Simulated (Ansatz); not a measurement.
Two shapes of singlet C₃H₃(+).

Shape 1:

```xyz
6

C     0.7874    0.0000   -0.0001
C    -0.3937    0.6819    0.0001
C    -0.3938   -0.6820   -0.0001
H     1.8815    0.0000    0.0001
H    -0.9408    1.6295    0.0001
H    -0.9408   -1.6294   -0.0001
```

Shape 2:

```xyz
6

C     0.7904    0.0359   -0.0347
C    -0.3987    0.6637    0.0463
C    -0.3867   -0.6396    0.0256
H     1.9121   -0.0116   -0.0378
H    -0.9124    1.6294    0.0412
H    -0.9090   -1.6680   -0.0007
```

Basis set: cc-pVDZ (spherical functions). Frozen core: 3 orbitals. Charge 1, multiplicity 1.

Computed with Ansatz (development build ahead of 0.2.0); each method stands on the lowest determinant of its kind that the runs found.

Question: Which shape is lower in energy, and by how much in each method?

Answer:

| method | E(2) − E(1) (eV) |
| --- | --- |
| RHF | 0.232 |
| RHF-MP2 | 0.296 |

Shape 1 is lower.
